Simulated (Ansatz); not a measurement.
Geometry optimisation, Ansatz, RKS PBE-D4/def2-SVP.

Input:

```yaml
crystal:
  periodic: [false, false, false]
  atoms:
    - { symbol: S, position_ang: [-1.5555, 0.2281, -0.9376] }
    - { symbol: C, position_ang: [-0.0166, 0.5555, -0.336] }
    - { symbol: C, position_ang: [0.7655, -0.55, 0.2625] }
    - { symbol: O, position_ang: [0.1922, 0.4267, 1.0814] }
    - { symbol: H, position_ang: [-2.1723, -0.0754, 0.1982] }
    - { symbol: H, position_ang: [0.527, 1.3862, -0.8092] }
    - { symbol: H, position_ang: [1.9043, -0.4835, 0.2243] }
    - { symbol: H, position_ang: [0.4476, -1.5448, 0.2606] }
basis:
  gaussian: { orbitals: def2-SVP }
hamiltonian:
  xc: pbe
  dispersion: d4
relax:
  f_tol: 0.02
  max_steps: 50
output:
  orbitals: {}
```

Launched with:

```bash
$ ansatz run input.yaml --threads 1 --pin off --max-ram 2048MiB --backend cpu --events-out ev --progress --plain --runs-dir out
```

**Question.** Where does it end, and by what steps?

**Answer.** It converged. After 8 steps the energy has fallen by 0.479 eV; H5 moved furthest, 0.51 Å.

```json
{"step": "0", "energy less start (eV)": "0.0000", "largest force component (eV/Å)": "3.354", "accepted": "yes"}
{"step": "1", "energy less start (eV)": "-0.3277", "largest force component (eV/Å)": "1.542", "accepted": "yes"}
{"step": "2", "energy less start (eV)": "-0.4278", "largest force component (eV/Å)": "0.771", "accepted": "yes"}
{"step": "3", "energy less start (eV)": "-0.4507", "largest force component (eV/Å)": "0.342", "accepted": "yes"}
{"step": "4", "energy less start (eV)": "-0.4713", "largest force component (eV/Å)": "0.253", "accepted": "yes"}
{"step": "5", "energy less start (eV)": "-0.4763", "largest force component (eV/Å)": "0.083", "accepted": "yes"}
{"step": "6", "energy less start (eV)": "-0.3520", "largest force component (eV/Å)": "0.925", "accepted": "no"}
{"step": "7", "energy less start (eV)": "-0.4784", "largest force component (eV/Å)": "0.055", "accepted": "yes"}
{"step": "8", "energy less start (eV)": "-0.4788", "largest force component (eV/Å)": "0.020", "accepted": "yes"}
```

```xyz
8
Properties=species:S:1:pos:R:3
S -1.694 0.515 -0.843
C 0.024 0.602 -0.284
C 0.784 -0.523 0.287
O 0.321 0.571 1.099
H -2.046 -0.515 -0.023
H 0.550 1.375 -0.878
H 1.881 -0.590 0.146
H 0.271 -1.492 0.441
```

The run took 20 s on 1 thread of Arm Neoverse V2, on a shared host, peak memory 0.14 GiB.
